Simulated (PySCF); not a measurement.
Gas-phase reaction: (CH3)3Si + OH = (CH3)3SiOH, at 1600 K and a standard pressure of 1 bar. Level: GFN2-xTB.

Computed with PySCF (xtb for GFN2) and rigid-rotor harmonic-oscillator thermochemistry at 1 bar. Open shells (unrestricted): (CH3)3Si (multiplicity 2), OH (multiplicity 2, electronic degeneracy 4); the rest are closed-shell singlets. GFN2 has no spin-polarisation term. Spin-orbit splitting is ignored; it lowers the true energy and changes the entropy of OH. (CH3)3Si: computed as isolated molecules; such fragments, hydroxides, amides, oligomers or adducts are transient or little studied in the gas. The harmonic model lacks anharmonicity and excited electronic states, which grow with temperature; levels with a mode under 35 cm⁻¹ are left out. Internal rotation in (CH3)3Si, (CH3)3SiOH is treated as a harmonic vibration of one conformer, which makes the entropy rough.

```json
[
 {"species": "(CH3)3Si", "E (Ha)": "-12.65909", "H(1600 K) − E (kJ/mol)": "579.8", "S°(1600 K) (J/mol/K)": "657.8"},
 {"species": "OH", "E (Ha)": "-4.42837", "H(1600 K) − E (kJ/mol)": "69.7", "S°(1600 K) (J/mol/K)": "234.2"},
 {"species": "(CH3)3SiOH", "E (Ha)": "-17.34481", "H(1600 K) − E (kJ/mol)": "672.3", "S°(1600 K) (J/mol/K)": "758.5"}
]
```
E: electronic energy; H − E holds the zero-point and thermal terms. 1 Ha = 2625.5 kJ/mol.

**Question.** Work out ΔH°, ΔS°, ΔG° and log10 K from these numbers.

**Answer.** 1. ΔE = 1×(-17.34481) − 1×(-12.65909) − 1×(-4.42837) = -0.25735 Ha = -675.7 kJ.
2. Δ(H − E) = 1×(672.3) − 1×(579.8) − 1×(69.7) = 22.8 kJ, so ΔH° = -652.9 kJ.
3. ΔS° = 1×(758.5) − 1×(657.8) − 1×(234.2) = -133.5 J/K; the number of gas molecules changes by -1.
4. ΔG° = ΔH° − TΔS° = -652.9 − 1600×(-133.5)/1000 = -439.3 kJ.
5. log10 K = −ΔG°/(RT ln 10) = 14.34, with RT ln 10 = 30.63 kJ/mol; at standard pressures the products are favoured.
6. A shift of 10 kJ in ΔE would move log10 K by 0.33 here.
For scale, ΔH°(298 K) is -664 kJ at this level, -554 kJ at ωB97M-V/def2-TZVP†, and runs from -664 to -392 kJ over the 18 levels computed († marks an energy on the PBE0/def2-TZVP geometry).
